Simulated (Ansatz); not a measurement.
The cluster Al₃H₄⁻ (the lowest singlet isomer of a short search). Charge -1, multiplicity 1. Geometry r2SCAN-D4/def2-TZVPD, basis def2-TZVPD, Ansatz.

Cartesian coordinates in Å:
```
Al -0.4227 1.1123 0.2755
Al 1.0372 -1.0763 0.8687
Al -0.2519 -1.0101 -1.3815
H 0.3122 2.5077 -0.1011
H -0.3085 -1.9384 0.1193
H -1.7988 1.4348 1.0703
H 1.4325 -1.0300 -0.8511
```

```csv
run,HOMO (eV),LUMO (eV)
A,-0.52,1.54
B,-2.24,3.19
C,-2.43,3.20
D,0.03,1.01
E,-2.07,3.11
F,0.30,1.15
```

LC-ωPBE has ω = 0.4 bohr⁻¹. The structure comes from a short search, and lower isomers may exist.

**Question.** The runs used BLYP, LC-ωPBE, PBE0, r2SCAN, ωB97M-V, ωB97X-V. Estimate which is which.

**Answer.** A PBE0 (25 % exact exchange); B ωB97X-V (range-separated); C LC-ωPBE (range-separated); D r2SCAN (0 % exact exchange); E ωB97M-V (range-separated); F BLYP (0 % exact exchange). Exact exchange lowers occupied and raises empty levels; among semilocal functionals meta-GGAs tend to open the gap a little, and such runs are hard to tell apart. The gap grows from 0.85 eV (BLYP) to 5.63 eV (LC-ωPBE). The restricted singlet is unstable towards broken spin symmetry in Hartree–Fock (as tested in another run); at PBE0-D4/def2-TZVPD, ωB97X-V/def2-TZVPD, LC-ωPBE/def2-TZVPD, r2SCAN-D4/def2-TZVPD and others this wasn't settled. At r2SCAN-D4/def2-TZVPD, BLYP-D4/def2-TZVPD the highest occupied level of the charge -1 singlet lies above zero (up to 0.30 eV). By energy differences its removal costs 1.94 eV (vertical, to the charge 0 doublet, at PBE0-D4/def2-TZVPD).
